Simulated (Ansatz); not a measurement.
Relaxation of CH2BN (5 atoms, charge 0, multiplicity 1), to a largest force component of 0.02 eV/Å in at most 40 steps.

All numbers below come from Ansatz, RKS PBE-D4/def2-SVP.

```xyz
5
Properties=species:S:1:pos:R:3
B -1.874 0.067 0.638
C -0.605 -0.266 0.440
N 0.618 -0.131 -0.122
H 0.698 -0.348 -1.107
H 1.163 0.678 0.150
```

Where does it end, and by what steps?

The run converged. After 6 steps the energy has fallen by 0.565 eV; N3 moved furthest, 0.17 Å.

```csv
step,energy less start (eV),largest force component (eV/Å),accepted
0,0.0000,6.735,yes
1,-0.3904,3.316,yes
2,-0.4998,1.378,yes
3,-0.5425,0.639,yes
4,-0.5635,0.186,yes
5,-0.5648,0.127,yes
6,-0.5650,0.013,yes
```

```xyz
5
Properties=species:S:1:pos:R:3
B -1.968 0.067 0.673
C -0.561 -0.303 0.455
N 0.529 -0.009 -0.188
H 0.761 -0.405 -1.116
H 1.239 0.650 0.176
```

Whether the end is a true minimum wasn't checked by a vibrational analysis.

Run time: 4.5 s on 1 thread of Arm Neoverse V2, with other jobs on the host, peak memory 0.11 GiB.
